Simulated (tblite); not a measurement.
Species: C₄H₃F₂ (doublet state).
Numbering: `[CH2:1]=[C:2]/[C:3]([F:4])=[CH:5]\[F:6]` (hydrogens: H7, H8 on C1; H9 on C5)

The geometry is computed with GFN2-xTB (gas phase). This method treats the open shell by occupation alone, without spin polarisation.

List the bond lengths, angles and torsions at this level.

| bond | length (pm) |
| --- | --- |
| C1=C2 | 128.6 |
| C2–C3 | 134.5 |
| C3–F4 | 136.0 |
| C3=C5 | 137.9 |
| C5–F6 | 133.9 |
| C1–H7, C1–H8 | 108.3 |
| C5–H9 | 107.5 |

Bonds in one row agree within 1 pm and their mean is given. A selection of angles:
| angle | degrees |
| --- | --- |
| C2–C1–H7 | 122.3 |
| H7–C1–H8 | 115.2 |
| C1–C2–C3 | 179.7 |
| C2–C3–F4 | 117.9 |
| C2–C3–C5 | 127.5 |
| F4–C3–C5 | 114.6 |
| C3–C5–F6 | 120.5 |
| C3–C5–H9 | 124.5 |
| F6–C5–H9 | 115.0 |

Dihedral angles: C2–C3–C5–F6 0° (synperiplanar).

The 2 C–F bonds span 1.339 Å (C5–F6, drawn single in a drawing that doesn't fit all lengths) to 1.360 Å (C3–F4, drawn single in a drawing that doesn't fit all lengths), a spread of 0.021 Å. C3 (carbon bonded to 2 C and F) is planar (angles 127.5°, 117.9° and 114.6°, sum 360.0°, 0.00 Å off the plane of its three neighbours). C1 (carbon bonded to C and 2 H) is planar (angles 122.5°, 122.3° and 115.2°, sum 360.0°, 0.00 Å off the plane of its three neighbours). The 6 heavy atoms lie in one plane (0.001 Å rms). C5 (carbon bonded to C, F and H) is planar (angles 124.5°, 120.5° and 115.0°, sum 360.0°, 0.00 Å off the plane of its three neighbours). The C–C distances run from 1.286 Å (C1=C2, drawn double in a drawing that doesn't fit all lengths) to 1.379 Å (C3=C5, drawn double in a drawing that doesn't fit all lengths), a spread of 0.093 Å.

Point group: Cs (every atom within 0.08 Å of its image). Its GFN2-xTB frequencies are all real (lowest 113 cm⁻¹).
